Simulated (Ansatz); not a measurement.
We consider diamond-structure Ge, described by BLYP in Ansatz (plane waves, PAW).

Run with plane-wave cutoff 520 eV, 10×10×10 k mesh, Fermi–Dirac smearing 0.01 eV, scalar-relativistic PAW data made under PBE.

The cell has the measured lattice: a = 5.6580 Å, b = 5.6580 Å, c = 5.6580 Å, α = 90.00°, β = 90.00°, γ = 90.00°.

### Question
Give the computed width of the whole s-p valence band.

### Answer

- width of the whole s-p valence band = 12.79 eV

The run finds no gap.

Note: the gap of the solid is closed in this run; this level leaves the solid without a gap, although one is measured; cell and atoms aren't relaxed at this level (pressure 7.3 GPa).

Spin–orbit coupling is not included.

The computed numbers hold no vibrational or temperature effects.

The result took roughly 6 core-seconds.

Ansatz is a quantum-chemistry and plane-wave program.
